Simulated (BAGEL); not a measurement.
# SiPH3Cl (SMILES [PH][SiH2]Cl): UHF/STO-3G (density fitting with qzvpp-jkfit)

Aim: the vertical electron affinity of SiPH3Cl at UHF/STO-3G (density fitting with qzvpp-jkfit), from 2 runs. 

Program for the calculation: BAGEL 1.2.2.

2 further runs of the same task are left out: 2 set aside as unsound or not needed.

## Step 1: The molecule

The species is SiPH3Cl (6 atoms), meant as a doublet with charge 0. SMILES: `[PH][SiH2]Cl`. The shape is that of a GFN2-xTB optimisation. This is one conformer, not always the lowest.

Bond lengths: P1–Si2 2.228 Å, Si2–Cl3 2.029 Å, P1–H4 1.392 Å, Si2–H5 1.463 Å, Si2–H6 1.459 Å. Angles: P1–Si2–Cl3 110.6°, P1–Si2–H5 112.8°, P1–Si2–H6 108.5°, Cl3–Si2–H5 106.4°, Cl3–Si2–H6 107.9°, Si2–P1–H4 94.2°, H5–Si2–H6 110.6°.

## Step 2: A single-point energy at UHF/STO-3G (density fitting with qzvpp-jkfit)

Contents of input.json:

```json
{ "bagel": [

{
  "title": "molecule",
  "basis": "sto-3g",
  "df_basis": "qzvpp-jkfit",
  "angstrom": true,
  "geometry": [
    { "atom": "P", "xyz": [      -1.339730,      -1.164950,      -0.165130 ] },
    { "atom": "Si", "xyz": [       0.470670,       0.053950,       0.283950 ] },
    { "atom": "Cl", "xyz": [      -0.004750,       2.023370,       0.399910 ] },
    { "atom": "H", "xyz": [      -1.621900,      -0.494180,      -1.352200 ] },
    { "atom": "H", "xyz": [       1.500480,      -0.061210,      -0.748210 ] },
    { "atom": "H", "xyz": [       0.995240,      -0.356970,       1.581680 ] }
  ]
},

{
  "title": "uhf",
  "charge": 0,
  "nopen": 1
},

{
  "title": "print",
  "file": "orbitals.molden",
  "orbitals": true
}

]}
```

On the command line:

```console
BAGEL_NUM_THREADS=1 BAGEL input.json > input.out
```

The program printed:

```text
* using 1 threads per process

  ===============================================================
  ===============================================================

  *** Geometry ***

  { "atom" : "P", "xyz" : [     -2.531723,     -2.201436,     -0.312050 ] },
  { "atom" : "Si", "xyz" : [      0.889437,      0.101951,      0.536588 ] },
  { "atom" : "Cl", "xyz" : [     -0.008976,      3.823615,      0.755720 ] },
  { "atom" : "H", "xyz" : [     -3.064947,     -0.933865,     -2.555288 ] },
  { "atom" : "H", "xyz" : [      2.835496,     -0.115670,     -1.413912 ] },
  { "atom" : "H", "xyz" : [      1.880731,     -0.674576,      2.988942 ] },

  Number of auxiliary basis functions:      438

  Since a DF basis is specified, we compute 2- and 3-index integrals:
    o Being stored without compression. Storage requirement is 0.003 GB

  Number of basis functions:       30
  Number of electrons      :       49

    * METHOD: MOLECULE                             0.13

  *** Open-shell HF ***

  === Nuclear Repulsion ===
   183.6982006641

      * DIIS with orbital gradients will be used.

  === UHF iteration (sto-3g) ===
      0      -1078.84430466          0.01685910           0.03
      1      -1078.88171930          0.00299942           0.03
      2      -1078.88332801          0.00069584           0.03
      3      -1078.88354357          0.00019428           0.03
      4      -1078.88362023          0.00003968           0.03
      5      -1078.88364968          0.00001855           0.03
      6      -1078.88366123          0.00000638           0.03
      7      -1078.88366232          0.00000261           0.03
      8      -1078.88366238          0.00000083           0.03
      9      -1078.88366238          0.00000016           0.03
     10      -1078.88366238          0.00000006           0.03
     11      -1078.88366238          0.00000003           0.03
     12      -1078.88366238          0.00000001           0.03
     13      -1078.88366238          0.00000000           0.03
    * SCF iteration converged.

    * S^2 (UHF) is 0.7580

    * Permanent dipole moment:
           (   -0.152732,     1.038261,     0.240681) a.u.

    * METHOD: UHF                                  0.54

    * METHOD: PRINT                                0.00

  ===============================================================
```

Wall time 0.8 s (1 thread of Arm Neoverse V1, shared host).

## Step 3: The singlet anion

Contents of calc.json:

```json
{ "bagel" : [

{
  "title" : "molecule",
  "basis" : "sto-3g",
  "df_basis" : "qzvpp-jkfit",
  "angstrom" : true,
  "geometry" : [
    { "atom" : "P", "xyz" : [      -1.339730,      -1.164950,      -0.165130 ] },
    { "atom" : "Si", "xyz" : [       0.470670,       0.053950,       0.283950 ] },
    { "atom" : "Cl", "xyz" : [      -0.004750,       2.023370,       0.399910 ] },
    { "atom" : "H", "xyz" : [      -1.621900,      -0.494180,      -1.352200 ] },
    { "atom" : "H", "xyz" : [       1.500480,      -0.061210,      -0.748210 ] },
    { "atom" : "H", "xyz" : [       0.995240,      -0.356970,       1.581680 ] }
  ]
},

{
  "title" : "hf",
  "charge" : -1
},

{
  "title" : "print",
  "file" : "orbitals.molden",
  "orbitals" : true
}

]}
```

On the command line:

```console
BAGEL_NUM_THREADS=1 BAGEL calc.json > calc.out
```

The program printed:

```text
* using 1 threads per process

  ===============================================================
  ===============================================================

  *** Geometry ***

  { "atom" : "P", "xyz" : [     -2.531723,     -2.201436,     -0.312050 ] },
  { "atom" : "Si", "xyz" : [      0.889437,      0.101951,      0.536588 ] },
  { "atom" : "Cl", "xyz" : [     -0.008976,      3.823615,      0.755720 ] },
  { "atom" : "H", "xyz" : [     -3.064947,     -0.933865,     -2.555288 ] },
  { "atom" : "H", "xyz" : [      2.835496,     -0.115670,     -1.413912 ] },
  { "atom" : "H", "xyz" : [      1.880731,     -0.674576,      2.988942 ] },

  Number of auxiliary basis functions:      438

  Since a DF basis is specified, we compute 2- and 3-index integrals:
    o Being stored without compression. Storage requirement is 0.003 GB

  Number of basis functions:       30
  Number of electrons      :       49

    * METHOD: MOLECULE                             0.13

  *** RHF ***

  === Nuclear Repulsion ===
   183.6982006641

      * DIIS with orbital gradients will be used.

  === RHF iteration (sto-3g) ===
      0      -1078.63484840          0.01293894           0.02
      1      -1078.70838928          0.00299090           0.02
      2      -1078.71332097          0.00073119           0.02
      3      -1078.71381744          0.00018339           0.02
      4      -1078.71386229          0.00003371           0.02
      5      -1078.71386394          0.00000743           0.02
      6      -1078.71386403          0.00000219           0.02
      7      -1078.71386404          0.00000064           0.02
      8      -1078.71386404          0.00000012           0.02
      9      -1078.71386404          0.00000003           0.02
     10      -1078.71386404          0.00000001           0.02
    * SCF iteration converged.

    * Permanent dipole moment:
           (   -1.244073,    -0.717775,    -0.335494) a.u.

    * METHOD: HF                                   0.27

    * METHOD: PRINT                                0.00

  ===============================================================
```

Wall time 0.52 s (1 thread of Arm Neoverse V1, shared host).

## Step 4: Results

Level: UHF/STO-3G (density fitting with qzvpp-jkfit).

```
                                                            quantity           value
                                       doublet SiPH3Cl: total energy  -1078.88366 Eh
                                      doublet SiPH3Cl: dipole moment          2.74 D
                                               doublet SiPH3Cl: ⟨S²⟩           0.758
                                         singlet anion: total energy  -1078.71386 Eh
                                          singlet anion: HOMO energy         3.51 eV
                                          singlet anion: LUMO energy        16.42 eV
singlet anion: HOMO–LUMO gap (to an unbound level, set by the basis)        12.91 eV
                   vertical electron affinity (to the singlet anion)       -4.620 eV
```

**Reading.** The anion lies 4.62 eV (107 kcal/mol) above the neutral: the electron isn't bound at this level, and such a value depends on the basis. Without diffuse functions anions come out too high. Hartree–Fock misses the correlation that binds many anions. In a minimal basis such a difference can be off by several eV, whatever the method. The HOMO (singlet anion) lies at positive energy, 3.51 eV: the electron is unbound at this level or held by a compact basis; values depend on the basis.
